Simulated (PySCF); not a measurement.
System (SMILES): C=CF.
Geometry (B3LYP-D3(BJ)/def2-TZVP, fixed):
```
C
C 1 1.3174
F 1 1.3475 2 122.16
H 2 1.0798 1 119.40 3 180.00
H 2 1.0810 4 119.01 1 180.00
H 1 1.0823 2 126.09 4 0.00
```
Charge 0, spin multiplicity 1.

Basis-set convergence of the mean static polarisability at HF with PySCF. All functions are spherical. Density fitting with generated auxiliary sets. No added dispersion term, no relativity. Reference: the value in d-aug-cc-pVTZ, 27.26 bohr³, itself unsure by roughly 0.4 % (its mean distance from aug-pcseg-2, aug-cc-pVTZ). Deviations are taken from unrounded values. Cost is core time over that of def2-TZVP, rough, on shared machines of one kind; a dash marks a row that isn't timed (too short, read off another run, short of memory, by another algorithm or on other hardware).

| basis | functions | mean static polarisability (bohr³) | minus reference (%) | cost |
|---|---|---|---|---|
| 6-31G** | 57 | 20.39 | -25.2 | - |
| def2-SVP | 57 | 20.91 | -23.3 | - |
| 6-311G** | 72 | 21.68 | -20.5 | - |
| 6-311+G** | 84 | 24.32 | -10.8 | - |
| def2-TZVP | 111 | 24.58 | -9.8 | 1× |
| cc-pVTZ | 132 | 23.82 | -12.6 | 1× |
| def2-TZVPP | 135 | 24.84 | -8.9 | 2× |
| def2-TZVPD | 141 | 27.00 | -1.0 | 2× |
| d-aug-cc-pVTZ | 282 | 27.26 | 0.0 | 20× |

The smallest set listed that lies within 2 % of the reference with all its larger relatives (same family, alike in diffuse functions; a set with none counts only in the reference's own line) is def2-TZVPD (141 functions, 2× in cost, -1.0 % off). (Relatives not listed, tested too: def2-TZVPPD -0.9, def2-QZVPPD -0.3 %.)
